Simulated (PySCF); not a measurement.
**How the method changes the constants of BC**

State: ⁴Σ⁻ (quartet), unpaired electrons σ ↑, π ↑↑. Set-up: B def2-TZVPP, C def2-TZVPP; no relativity (PySCF 2.14). De refers to B + C in their high-spin ground configurations, without counterpoise correction. The functionals are run spin-unrestricted. A positive dipole means B(−)C(+). Levels whose curve was spin-contaminated or gave no clean fit are not listed.

```json
{"Level": "PBE", "Re (Å)": "1.497", "ωe (cm⁻¹)": "1170", "De (eV)": "5.05", "μ (D)": "-1.12"}
{"Level": "PW91", "Re (Å)": "1.494", "ωe (cm⁻¹)": "1174", "De (eV)": "5.05", "μ (D)": "-1.14"}
{"Level": "BP86", "Re (Å)": "1.499", "ωe (cm⁻¹)": "1161", "De (eV)": "4.93", "μ (D)": "-1.11"}
{"Level": "r²SCAN", "Re (Å)": "1.486", "ωe (cm⁻¹)": "1181", "De (eV)": "4.79", "μ (D)": "-1.50"}
{"Level": "TPSSh", "Re (Å)": "1.484", "ωe (cm⁻¹)": "1212", "De (eV)": "4.61", "μ (D)": "-1.46"}
{"Level": "PBE0", "Re (Å)": "1.479", "ωe (cm⁻¹)": "1211", "De (eV)": "4.71", "μ (D)": "-1.51"}
{"Level": "B97-3", "Re (Å)": "1.481", "ωe (cm⁻¹)": "1194", "De (eV)": "4.56", "μ (D)": "-1.34"}
{"Level": "ωB97X-V", "Re (Å)": "1.481", "ωe (cm⁻¹)": "1201", "De (eV)": "4.29", "μ (D)": "-1.50"}
```

The bond length runs from 1.479 Å (PBE0) to 1.499 Å (BP86). De spans 4.29 eV (ωB97X-V, range-separated hybrid) to 5.05 eV (PW91, GGA).

The state was picked by a PBE0 search and need not be the measured ground state.

The whole job (state search and all levels along the bond) took about 3.2 min on 1 thread of Arm Neoverse V2 (shared host), peak memory 1.3 GiB.
